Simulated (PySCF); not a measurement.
**Ar: ionisation energy**

Ar [Ar] (1S) → Ar⁺ [Ne] 3s2 3p5 (2P), as a difference of total energies. All numbers are calculated (PySCF 2.14, the non-relativistic Hamiltonian (point nucleus), in dyall-av3z (19s12p3d2f, 84 functions)). Correlated levels: valence: [Ne] frozen; virtual orbitals above 40 to 60 times the deepest correlated orbital energy dropped. The calculations carry no spin-orbit coupling.

```json
{"method": "UHF", "ionisation energy (eV)": "14.557"}
{"method": "LDA", "ionisation energy (eV)": "15.993"}
{"method": "PBE", "ionisation energy (eV)": "15.708"}
{"method": "PBE0", "ionisation energy (eV)": "15.717"}
{"method": "r2SCAN", "ionisation energy (eV)": "15.760"}
{"method": "TPSSh", "ionisation energy (eV)": "15.701"}
{"method": "HSE06", "ionisation energy (eV)": "15.711"}
{"method": "LC-wPBE", "ionisation energy (eV)": "15.800"}
{"method": "PW91", "ionisation energy (eV)": "15.777"}
{"method": "MP2 (valence)", "ionisation energy (eV)": "15.733"}
{"method": "SCS-MP2 (valence)", "ionisation energy (eV)": "15.631"}
```

Question: How much does correlation contribute at MP2 (valence)?

Answer: 15.733 − (14.557) = 1.176 eV, measured against UHF.

Errors of the correlated levels include the incompleteness of this basis and the frozen core.

For comparison: 15.819 eV (measured; NIST levels, between the centres of gravity of the two terms).
